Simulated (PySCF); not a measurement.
Nonlinear optical response: `InChI=1S/C6H4/c1-2-3-6-4-5-6/h1,3-5H`

Molfile (atoms numbered from 1):
```
C6H4
     RDKit          3D

 10 10  0  0  0  0  0  0  0  0999 V2000
    2.6821    0.4029    0.3810 C   0  0  0  0  0  0  0  0  0  0  0  0
    1.6776   -0.1387    0.0068 C   0  0  0  0  0  0  0  0  0  0  0  0
    0.5133   -0.7958   -0.4470 C   0  0  0  0  0  0  0  0  0  0  0  0
   -0.6830   -0.2392   -0.3895 C   0  0  0  0  0  0  0  0  0  0  0  0
   -1.5812    0.8486   -0.0622 C   0  0  0  0  0  0  0  0  0  0  0  0
   -2.1140   -0.2357   -0.6062 C   0  0  0  0  0  0  0  0  0  0  0  0
    3.5557    0.8788    0.7121 H   0  0  0  0  0  0  0  0  0  0  0  0
    0.6426   -1.7923   -0.8492 H   0  0  0  0  0  0  0  0  0  0  0  0
   -1.7085    1.8252    0.3379 H   0  0  0  0  0  0  0  0  0  0  0  0
   -2.9758   -0.7492   -0.9590 H   0  0  0  0  0  0  0  0  0  0  0  0
  1  2  3  0
  2  3  1  0
  3  4  2  3
  4  5  1  0
  5  6  2  0
  6  4  1  0
  1  7  1  0
  3  8  1  0
  5  9  1  0
  6 10  1  0
M  END
```

The calculation used PySCF, quadratic response wB97X-D/def2-SVPD first hyperpolarisability, Taylor convention, IEF-PCM toluene (non-equilibrium response, no local-field factor). Geometry: GFN2-xTB.

**Question.** What is the first hyperpolarisability, and how does it disperse?

**Answer.** In 10⁻³⁰ esu, Taylor convention; the vector part is βᵢ = ⅓ Σⱼ (βᵢⱼⱼ + βⱼᵢⱼ + βⱼⱼᵢ); β∥ is 3/5 of the vector part along the dipole, the dipole points from − to +:
```csv
process,λ (nm),β vector norm,β∥,β HRS,depolarisation ratio
"second harmonic β(−2ω;ω,ω)",1064,3.69,1.92,1.47,5.56
```

Second harmonics within 0.3 eV of the first excitation or beyond it are left out.

**Question.** Which lowest excitations, dipole and polarisabilities go with it?

**Answer.** S1 4.55 eV (f = 0.013); S2 5.61 eV (f = 0.651); S3 5.69 eV (f = 0.001); dipole 3.87 D; isotropic α 82.3 au at 1064 nm, 87.1 au at 532 nm.
